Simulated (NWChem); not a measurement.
Correlation energy of hydroxide (HO (-1))

```
O
H 1 0.9806
```
Charge -1, spin multiplicity 1.

The numbers come from NWChem runs, not from measurements. Structure: optimised with PBE0/def2-SVP, a minimum by its harmonic frequencies.

Basis set: def2-SVPD. Each correlation energy counts from its own Hartree-Fock reference.

The correlated methods keep 1 core orbital frozen. The anion's geometry comes from a basis without diffuse functions. Coupled-cluster values serve here as a point of comparison, not as the truth.

Question: For the correlation energy, MP2 gives -237.0 mHa and SCS-MP2 gives -229.0 mHa. What do CCSD, CCSD+T(CCSD), CCSD(T) give?

Answer: CCSD: -236.0 mHa; CCSD+T(CCSD): -245.7 mHa; CCSD(T): -244.0 mHa.
